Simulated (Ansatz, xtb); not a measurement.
**Relative energy of two isomers of C3H3FN2**

We compare I, `Fc1ccn[nH]1`, a singlet, with II, `Fc1cc[nH]n1`, a singlet. Both are isolated molecules in the gas phase, relaxed with B3LYP/def2-SVP.

Energies in hartree; the thermal terms are from B3LYP/def2-SVP harmonic frequencies (ideal gas, rigid rotor, one conformer each, 298.15 K, 1 atm) and include the zero-point energy:

|  | I | II |
| --- | --- | --- |
| E, CCSD(T)/def2-SVP | −324.343019 | −324.348514 |
| E, MP2/def2-SVP | −324.287603 | −324.293286 |
| E, MP2/def2-TZVPP | −324.889418 | −324.895381 |
| zero-point energy | 0.063532 | 0.063621 |
| H(298 K) − E | 0.068884 | 0.068938 |
| G(298 K) − E | 0.035817 | 0.035951 |

Question: Correct the CCSD(T) difference for the basis set by the MP2 change, then work out ΔE, ΔE₀, ΔH and ΔG for I → II in kJ/mol (1 Eh = 2625.50 kJ/mol) and the equilibrium ratio [II]/[I].

Answer: 1. Differences II − I: CCSD(T) −0.005495, MP2 in the small set −0.005683, MP2 in the large set −0.005963 Eh.
2. ΔE = −0.005495 + (−0.005963 − (−0.005683)) = −0.005775 Eh = −15.16 kJ/mol.
3. ΔE₀ = ΔE + ΔZPE = −0.005775 + (+0.000089) Eh = −14.93 kJ/mol.
4. ΔH = ΔE + (+0.000054) Eh = −15.02 kJ/mol.
5. ΔG = ΔE + (+0.000134) Eh = −14.81 kJ/mol, so ΔS = (ΔH − ΔG)/T = −0.7 J/(mol K).
6. kT = 0.9442 mEh, so K = [II]/[I] = exp(−ΔG/kT) = exp(+5.97) ≈ 390.

Structure II is favoured at this temperature. An error of 4 kJ/mol in ΔG would change K by a factor of 5. HF/STO-3G found them nearly level. Mirror images and further conformers aren't counted.

As drawn, both hold the same kinds of bond in the same numbers.

Other levels gave ΔE = −5.1 (GFN2-xTB); −2.0 (HF/STO-3G, GFN2-xTB geometries); −15.7 (r2SCAN-D4/def2-SVP, GFN2-xTB geometries); −14.5 (B3LYP/def2-SVP); −15.2 (HF/def2-SVP); −14.9 (MP2/def2-SVP); −14.4 (CCSD(T)/def2-SVP) kJ/mol. The correlated steps freeze 6 core orbitals. Programs: Ansatz 0.2.0, xtb 6.7.1.
